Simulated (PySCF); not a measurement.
methanidylidynesulfanium (CS), SMILES [S+]#[C-]. Atoms are numbered in the order given.

```xyz
2

C      0.0000     0.0000    -1.1142
S      0.0000     0.0000     0.4178
```
Charge 0, spin multiplicity 1.

The structure is a stationary point at B3LYP-D3(BJ)/def2-TZVPD.

These are KT2/pcSseg-2 run with PySCF values and carry that method's errors.

GIAO shieldings, no solvent; atoms alike by connectivity are averaged. δ = σ(ref) − σ: ¹³C against TMS (σ = 184.2 ppm); ³³S against H2S (σ = 720.7 ppm), references at their B3LYP-D3(BJ)/def2-TZVP geometries, non-relativistic.

Task: Estimate the chemical shifts. (The exact figures need the calculation; the answer reports its results.)

Result: 
```json
[
 {"nucleus": "¹³C", "atoms": "C1", "count": "1", "δ (ppm)": "413.6"},
 {"nucleus": "³³S", "atoms": "S2", "count": "1", "δ (ppm)": "692.5"}
]
```
